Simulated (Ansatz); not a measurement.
## CsRu₂: from a trial structure to a relaxed crystal

Level of theory: DFT PBE, scalar-relativistic, plane waves, PAW (Ansatz 0.2.0). Cutoff 420 eV, Γ-centred k mesh, Gaussian smearing, no spin polarisation in the final step.

The start puts CsRu₂ on the sites of a reported TbCd2 cell (P6/mmm, No. 191), with Cs in place of Tb, Ru in place of Cd, at a guessed volume.

```yaml
crystal:
  lattice:
    - [4.76944, 0.00000, 0.00000]
    - [-2.38472, 4.13046, 0.00000]
    - [0.00000, 0.00000, 3.35465]
  atoms:
    - { symbol: Cs, position: [0.00000, 0.00000, 0.00000] }
    - { symbol: Ru, position: [0.33333, 0.66667, 0.50000] }
    - { symbol: Ru, position: [0.66667, 0.33333, 0.50000] }
```

Cell and atoms relax at zero pressure; the relaxation can't lower the symmetry of the start. After a coarse first stage the cell is made exact in the group found at 0.06 Å.

Formation energies are uncorrected and refer to the elements' standard structures at the same level.

(1) What does it relax into?

(2) What are its volume, energy, density and gap?

Results:

(1) It keeps P6/mmm (No. 191), but not the shape of the type it started on. Conventional cell: a = 4.046 Å, c = 6.283 Å. Cs is coordinated by 12 Ru at 3.91 Å and 6 Cs at 4.05 Å; around Ru lie 3 Ru at 2.34 Å.

```cif
data_structure
_symmetry_space_group_name_H-M 'P6/mmm'
_symmetry_Int_Tables_number 191
_cell_length_a 4.0462
_cell_length_b 4.0462
_cell_length_c 6.2825
_cell_angle_alpha 90.000
_cell_angle_beta 90.000
_cell_angle_gamma 120.000
_cell_volume 89.07
loop_
_atom_site_label
_atom_site_type_symbol
_atom_site_symmetry_multiplicity
_atom_site_Wyckoff_symbol
_atom_site_fract_x
_atom_site_fract_y
_atom_site_fract_z
_atom_site_occupancy
Cs1 Cs 1 a 0.00000 0.00000 0.00000 1
Ru1 Ru 2 d 0.33333 0.66667 0.50000 1
```

(2) The volume per atom is 29.69 Å³ and the density is 6.25 g/cm³. The energy over the elements is 1.03 eV/atom and the gap on the 12×12×8 mesh is 0 eV (a metal).

The final run used a 12×12×8 mesh on its 3-atom cell and 0.10 eV smearing. The k mesh leaves about 4 meV/atom of noise in metals. Symmetry constrained the relaxation, so the result can be a saddle point. The steps took of the order of 2.5 core-minutes in all.